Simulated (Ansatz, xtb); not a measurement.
**Two isomers of C4H7+**

Structure a: `[CH2+]/C=C/C`, a singlet. Structure b: `[CH2+]/C=C\C`, a singlet. Both are isolated ions in the gas phase, relaxed with B3LYP-D3(BJ)/def2-SVP, each in the lowest conformer that the search found.

**Question.** Estimate E(b) − E(a) at the level CCSD(T)/def2-SVP + ΔMP2/def2-TZVPP.

**Answer.** Calculated at CCSD(T)/def2-SVP + ΔMP2/def2-TZVPP: E(b) − E(a) = +2.9 kcal/mol, so structure a lies lower.

The same difference at several levels:

```csv
level,geometry,E(b) − E(a) (kcal/mol),departure from the last row (kcal/mol),"job, with rough time for the two"
GFN2-xTB,GFN2-xTB,+2.6,−0.3,"optimisation, 1.1 s"
HF/STO-3G,GFN2-xTB,+3.1,+0.2,"single point, 1.3 s"
r2SCAN-D4/def2-SVP,GFN2-xTB,+3.2,+0.3,"single point, 7.5 s"
B3LYP-D3(BJ)/def2-SVP,B3LYP-D3(BJ)/def2-SVP,+2.7,−0.2,"optimisation, 62 s"
HF/def2-SVP,B3LYP-D3(BJ)/def2-SVP,+3.2,+0.3,part of the CCSD(T) run
MP2/def2-SVP,B3LYP-D3(BJ)/def2-SVP,+3.3,+0.4,part of the CCSD(T) run
CCSD(T)/def2-SVP,B3LYP-D3(BJ)/def2-SVP,+3.0,+0.1,single point
CCSD(T)/def2-SVP + ΔMP2/def2-TZVPP,B3LYP-D3(BJ)/def2-SVP,+2.9,,"single point, 45 s"
```

As drawn, both hold the same kinds of bond in the same numbers.

The levels shown agree on the order. The largest departure from CCSD(T)/def2-SVP + ΔMP2/def2-TZVPP is that of MP2/def2-SVP, 0.4 kcal/mol. The last row adds to CCSD(T) the change of the MP2 difference between the two basis sets, here −0.1 kcal/mol.

With harmonic frequencies from B3LYP-D3(BJ)/def2-SVP (ideal gas, rigid rotor, one conformer each, 298.15 K, 1 atm): on the last row, ΔE + ΔZPE = +3.1, ΔH = +3.0, ΔG = +3.1 kcal/mol.

The correlated steps freeze 4 core orbitals. Programs: Ansatz 0.2.0, xtb 6.7.1; the last row on 2 threads of AMD EPYC (Zen 3) on a shared host.
